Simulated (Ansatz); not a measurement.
## What each rung costs, and what it gives

The pair of SiH$_{4}$ (SMILES [SiH4], atoms 1–5) and SiH$_{3}$Cl (SMILES [SiH3]Cl, atoms 6–10), both closed shells, in one local arrangement (a lower one may exist), relaxed at PBE0-D4/def2-TZVP:

```
10
angstrom
Si 0.0659 0.0798 -2.0425
H -1.3208 0.5247 -2.3236
H 0.0423 -1.0502 -1.0775
H 0.8530 1.2003 -1.4702
H 0.7061 -0.3775 -3.3030
Si 0.0208 -0.1545 2.0967
Cl -1.3883 1.0715 1.2372
H 0.0491 0.1245 3.5507
H 1.3362 0.1427 1.4862
H -0.3642 -1.5616 1.8459
```

Interaction energies are counterpoise-corrected; the time is that of the whole pair.

Computed with Ansatz 0.2.0 (basis: as named in each row); correlated methods freeze the cores. B3LYP uses VWN-RPA correlation. Extrapolation: Hartree–Fock as exp(−7.88 √X), correlation as X^−2.97.

Times are rough, for one single point on 4 threads of a shared host (Intel Xeon Platinum 8259CL).

The estimate by CCSD(T) at an estimated basis limit (MP2 extrapolated from triple and quadruple zeta, plus CCSD(T) − MP2 in triple zeta) is -6.6 kJ/mol.

| method | basis | time (s) | interaction energy (kJ/mol) | method less estimate |
| --- | --- | --- | --- | --- |
| HF | STO-3G | under 1 | 4.6 | 11.1 |
| PBE-D4 | STO-3G | under 1 | -3.8 | 2.8 |
| SPW92 | def2-SVP | under 1 | -10.4 | -3.8 |
| B3LYP-D4 | 6-31G | under 1 | -5.7 | 0.9 |
| PBE-D4 | def2-SVP | under 1 | -7.8 | -1.2 |
| PBE0-D4 | def2-SVP | 1 | -7.7 | -1.2 |
| CCSD(T) | def2-SVP | 2 | -0.4 | 6.1 |
| revPBE-D4 | def2-TZVPPD | 3 | -7.1 | -0.5 |
| PBE-D4 | def2-TZVPPD | 3 | -7.9 | -1.4 |
| BLYP-D4 | def2-TZVPPD | 3 | -6.8 | -0.2 |
| wB97M-V | def2-SVP | 4 | -6.7 | -0.1 |
| B3LYP-D4 | def2-TZVPPD | 4 | -7.3 | -0.8 |
| PBE0-D4 | def2-TZVPPD | 5 | -7.5 | -1.0 |
| r2SCAN-D4 | def2-TZVPPD | 6 | -6.1 | 0.4 |
| HSE06-D4 | def2-TZVPPD | 6 | -7.4 | -0.9 |
| B2PLYP | def2-TZVPPD | 8 | -0.4 | 6.2 |
| B97M-V | def2-TZVPPD | 8 | -6.5 | 0.0 |
| wB97X-V | def2-TZVPPD | 10 | -6.7 | -0.2 |
| wB97M-V | def2-TZVPPD | 12 | -7.0 | -0.5 |
| MP2 | def2-QZVPPD | 23 | -6.3 | 0.3 |
| CCSD(T) | def2-TZVPPD | 70 | -5.0 | 1.6 |

No T1 diagnostic of these runs exceeds 0.011.
